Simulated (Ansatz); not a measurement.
## Molecular dynamics, step by step

C₂H₆O (SMILES C.C=O), closed shell, PBE-D4/def2-SVP (Ansatz 0.2.0). Settings (timestep in fs, temperature in K; T counts 21 degrees of freedom):

```yaml
hamiltonian: {xc: pbe, dispersion: d4}
md: {n_steps: 60, timestep: 0.25, temperature: 700, ensemble: nvt_nose_hoover, seed: 804, initial_velocities: maxwell_boltzmann}
```

Start (the SMILES describes the start alone):

```csv
atom,x (Å),y (Å),z (Å)
C1,0.0468,0.1346,-1.5352
H2,0.1424,0.3491,-2.5991
H3,0.3637,-0.8910,-1.3456
H4,-0.9946,0.2588,-1.2374
H5,0.6758,0.8213,-0.9693
C6,-0.0622,-0.1704,1.9199
O7,0.8994,0.4035,2.3384
H8,-1.0366,0.3392,1.7791
H9,-0.0349,-1.2451,1.6491
```

```tsv
step	time (fs)	potential energy less the start (meV)	kinetic energy (meV)	T (K)
0	0.00	0.0	633.4	700
4	1.00	36.8	596.8	660
8	2.00	193.1	441.2	488
12	3.00	345.5	289.1	319
16	4.00	412.0	222.7	246
20	5.00	372.6	262.1	290
24	6.00	274.7	359.6	397
28	7.00	225.3	408.8	452
32	8.00	297.8	336.9	372
36	9.00	377.4	258.4	286
40	10.00	283.4	352.1	389
44	11.00	111.1	524.0	579
48	12.00	59.2	576.4	637
52	13.00	140.8	495.8	548
56	14.00	257.3	380.1	420
60	15.00	326.2	311.7	345
```

Step 12, positions (Å) and forces (eV/Å):

```tsv
atom	x	y	z	Fx	Fy	Fz
C1	0.057	0.129	-1.552	0.151	-0.230	-1.865
H2	0.101	0.505	-2.718	0.000	-1.315	2.551
H3	0.311	-0.984	-1.335	0.238	1.571	-0.711
H4	-0.987	0.194	-1.222	-0.421	0.361	0.018
H5	0.662	0.857	-0.968	0.033	-0.391	0.031
C6	-0.053	-0.173	1.933	-2.621	0.341	-0.306
O7	0.902	0.408	2.344	1.126	0.316	0.280
H8	-1.113	0.341	1.819	0.995	-0.280	0.065
H9	-0.131	-1.255	1.648	0.500	-0.372	-0.064
```

Step 32, positions (Å) and forces (eV/Å):

```json
{"atom": "C1", "x": "0.070", "y": "0.121", "z": "-1.599", "Fx": "-1.902", "Fy": "0.829", "Fz": "3.304"}
{"atom": "H2", "x": "0.040", "y": "0.540", "z": "-2.546", "Fx": "0.153", "Fy": "0.413", "Fz": "-2.779"}
{"atom": "H3", "x": "0.293", "y": "-0.912", "z": "-1.441", "Fx": "1.010", "Fy": "-1.121", "Fz": "-0.363"}
{"atom": "H4", "x": "-0.998", "y": "0.156", "z": "-1.210", "Fx": "0.581", "Fy": "0.313", "Fz": "-0.249"}
{"atom": "H5", "x": "0.642", "y": "0.832", "z": "-0.965", "Fx": "0.159", "Fy": "-0.440", "Fz": "0.118"}
{"atom": "C6", "x": "-0.074", "y": "-0.173", "z": "1.951", "Fx": "0.363", "Fy": "-0.164", "Fz": "0.463"}
{"atom": "O7", "x": "0.916", "y": "0.416", "z": "2.356", "Fx": "-0.835", "Fy": "-0.965", "Fz": "-0.618"}
{"atom": "H8", "x": "-1.079", "y": "0.310", "z": "1.893", "Fx": "-0.302", "Fy": "0.470", "Fz": "-0.074"}
{"atom": "H9", "x": "-0.183", "y": "-1.291", "z": "1.646", "Fx": "0.774", "Fy": "0.664", "Fz": "0.200"}
```

Step 56, positions (Å) and forces (eV/Å):

```csv
atom,x,y,z,Fx,Fy,Fz
C1,0.052,0.125,-1.611,1.195,-0.422,-2.492
H2,0.022,0.570,-2.743,0.268,-0.749,2.520
H3,0.495,-0.954,-1.692,-0.931,1.491,0.247
H4,-0.966,0.179,-1.225,-0.592,-0.389,0.177
H5,0.695,0.713,-0.919,0.062,0.068,-0.418
C6,-0.091,-0.170,1.986,0.565,1.600,0.644
O7,0.919,0.409,2.360,-0.801,-0.436,-0.325
H8,-1.109,0.383,1.961,0.524,-0.595,-0.102
H9,-0.049,-1.232,1.674,-0.292,-0.569,-0.251
```

Last step (60):

```tsv
atom	x (Å)	y (Å)	z (Å)
C1	0.0494	0.1245	-1.6151
H2	0.0274	0.5663	-2.7562
H3	0.5212	-0.9462	-1.7343
H4	-0.9849	0.1756	-1.2195
H5	0.7173	0.6995	-0.9110
C6	-0.0899	-0.1657	1.9939
O7	0.9173	0.4061	2.3590
H8	-1.1247	0.3959	1.9689
H9	-0.0260	-1.2367	1.6725
```

The run took about 30 s on 2 CPU threads of an AMD EPYC 9R14 (shared host).
